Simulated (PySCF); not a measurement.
Isomers of C4H5FS, one GFN2-xTB conformer each. Single-point energies are computed at PBE0/pcSseg-1 (PySCF, gas phase, no added dispersion term), electronic only.

Question: Rank them by PBE0/pcSseg-1 energy, lowest first (kcal/mol).
A. `[CH3:1][S:2][C:3]1=[C:4]([F:5])[CH2:6]1` with C1–S2–C3–C4 0°
B. `[F:1][C:2]1=[CH:3][CH2:4][CH2:5][S:6]1` with C2–C3–C4–C5 14°, C3–C4–C5–S6 -19°, C4–C5–S6–C2 16°, F1–C2–S6–C5 172°

Answer: B (0.0), A (50.1).

As drawn, the higher has a three-membered ring, which the lower lacks. GFN2-xTB itself gives, in the same order: 0.0, 52.3. Both levels put the same isomer lowest.

Which frontier levels, dipoles and rotational constants go with these structures?

```tsv
SMILES	HOMO (eV, PBE0/pcSseg-1)	LUMO (eV)	dipole (D)	A, B, C (MHz)
FC1=CCCS1	-6.13	0.31	2.73	4718, 2947, 1868
CSC1=C(F)C1	-6.18	0.63	1.14	4972, 1950, 1427
```
